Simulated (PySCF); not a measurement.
# PF3 (SMILES FP(F)F) at CCSDT(Q)/STO-6G

What is the energy change on altering one bond length of PF3 at CCSDT(Q)/STO-6G? 

The calculation is run with PySCF 2.14.0.

10 further runs of the same task are left out: 3 that didn't finish, 7 set aside as unsound or not needed.

## Step 1: The structure to begin with

The species is PF3 (4 atoms), meant as a singlet with charge 0. SMILES: `FP(F)F`. The coordinates come from a GFN2-xTB relaxation.

Bond lengths: P1–F2 1.597 Å, P1–F3 1.598 Å, P1–F4 1.598 Å. Angles: F2–P1–F3 94.0°, F2–P1–F4 93.9°, F3–P1–F4 94.0°.

## Step 2: The energy at CCSDT(Q)/STO-6G

The input, input.py:

```python
from pyscf import gto, scf, cc

mol = gto.Mole()
mol.atom = '''
P     -0.004630     0.005090     0.642290
F      1.349610    -0.029560    -0.203150
F     -0.648490     1.180250    -0.228190
F     -0.696500    -1.155780    -0.210950
'''
mol.max_memory = 1860
mol.verbose = 3
mol.basis = 'sto-6g'
mol.build()

mf = scf.RHF(mol)
mf.conv_tol = 1e-10
mf.kernel()
if not mf.converged:
    mf = mf.newton().run(mf.mo_coeff, mf.mo_occ)

mycc = cc.CCSDT(mf, frozen=8)
mycc.kernel()
e_bracket, e_q = mycc.ccsdt_q()
e_tot = mycc.e_tot + e_q
print('Final energy', e_tot)
```

On the command line:

```
$ OMP_NUM_THREADS=1 python input.py
```

Standard output:

```text
converged SCF energy = -636.428843676875
_make_eris_incore_RCCSDT

WARN: A large `blksize` is being used, which may cause large memory consumption
      for storing contraction intermediates. If memory is sufficient, consider using
      `pyscf.cc.rccsdt_highm.RCCSDT` instead.

RCCSDT converged
E(RCCSDT) = -636.532454735782   E_corr = -0.1036110589065648
E_corr(same-spin) = -0.0142687722785674
E_corr(oppo-spin) = -0.0893422866279974
_make_eris_incore_RCCSDT
Final energy -636.5327478199042
```

Wall time 8.7 s (1 thread of Arm Neoverse V1, shared host); peak memory 0.1 GiB.

## Step 3: The distorted shape

The input, job.py:

```python
from pyscf import gto, scf, cc

mol = gto.M(
    atom=[
    ('P', (0.133757, 0.237286, 0.812954)),
    ('F', (1.487997, 0.202636, -0.032486)),
    ('F', (-0.510103, 1.412446, -0.057526)),
    ('F', (-0.696500, -1.155780, -0.210950)),
],
    max_memory=1860,
    basis='sto-6g',
    spin=0,
    charge=0,
    verbose=3,
)

myscf = scf.RHF(mol)
myscf.conv_tol = 1e-10
myscf.kernel()
if not myscf.converged:
    myscf = myscf.newton().run(myscf.mo_coeff, myscf.mo_occ)

mycc = cc.CCSDT(myscf, frozen=8)
mycc.kernel()
e_bracket, e_q = mycc.ccsdt_q()
e_final = mycc.e_tot + e_q
print('E(%s) = %.9f' % ('CCSDT(Q)', e_final))
```

On the command line:

```
$ OMP_NUM_THREADS=1 python job.py
```

Standard output:

```text
converged SCF energy = -636.380947737256
_make_eris_incore_RCCSDT

WARN: A large `blksize` is being used, which may cause large memory consumption
      for storing contraction intermediates. If memory is sufficient, consider using
      `pyscf.cc.rccsdt_highm.RCCSDT` instead.

RCCSDT converged
E(RCCSDT) = -636.5118414624071   E_corr = -0.1308937251509212
E_corr(same-spin) = -0.0137523164346432
E_corr(oppo-spin) = -0.117141408716278
_make_eris_incore_RCCSDT
E(CCSDT(Q)) = -636.512244354
```

Wall time 9 s (1 thread of Arm Neoverse V1, shared host); peak memory 0.1 GiB.

## Step 4: Results

Level: CCSDT(Q)/STO-6G, 8 core orbitals frozen.

```
                                                         quantity          value
                                        first shape: total energy  -636.53275 Eh
                first shape: dipole moment (Hartree–Fock density)         1.76 D
                 first shape: HOMO energy (Hartree–Fock orbitals)       -8.94 eV
                 first shape: LUMO energy (Hartree–Fock orbitals)       10.70 eV
               first shape: HOMO–LUMO gap (Hartree–Fock orbitals)       19.63 eV
         first shape: correlation energy (8 core orbitals frozen)     -103.9 mEh
                                       first shape: T1 diagnostic          0.012
                                    distorted shape: total energy  -636.51224 Eh
            distorted shape: dipole moment (Hartree–Fock density)         1.92 D
             distorted shape: HOMO energy (Hartree–Fock orbitals)       -8.70 eV
             distorted shape: LUMO energy (Hartree–Fock orbitals)        7.55 eV
           distorted shape: HOMO–LUMO gap (Hartree–Fock orbitals)       16.25 eV
     distorted shape: correlation energy (8 core orbitals frozen)     -131.3 mEh
                                   distorted shape: T1 diagnostic          0.015
energy change with the P1–F4 bond stretched from 1.598 to 1.918 Å       0.558 eV
```

In words: With the P1–F4 bond stretched from 1.598 to 1.918 Å the energy rises by 0.56 eV (12.9 kcal/mol). The first shape isn't relaxed at this level, so the change isn't measured from a minimum. The minimal basis adds a large error of its own. Mulliken charges (first shape) of the mean-field density run from -0.32 on F2 to +0.95 on P1; they depend strongly on the basis. Mulliken charges (distorted shape) of the mean-field density run from -0.30 on F2 to +0.86 on P1.
